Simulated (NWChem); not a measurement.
Species: tetrafluoromethane (CF4); SMILES FC(F)(F)F

```xyz
5

F     -0.8911    -0.7549     0.6058
C      0.0000     0.0000     0.0000
F      0.8662    -0.7639    -0.6302
F     -0.6053     0.7836    -0.8663
F      0.6302     0.7352     0.8907
```
Atoms are numbered in this order, from 1.

Coordinates come from a PBE0/def2-SVP optimisation.

**Question.** Give the principal values of the shielding tensors (ppm) of F1, C2 from PBE0/pcSseg-1, GIAO (NWChem), with their diamagnetic and paramagnetic parts as GIAO splits them.

**Answer.** 
| atom | σ11 | σ22 | σ33 | isotropic | diamagnetic | paramagnetic |
|---|---|---|---|---|---|---|
| F1 | 197.8 | 197.8 | 353.6 | 249.7 | 473.0 | -223.2 |
| C2 | 57.1 | 57.1 | 57.1 | 57.1 | 243.5 | -186.4 |
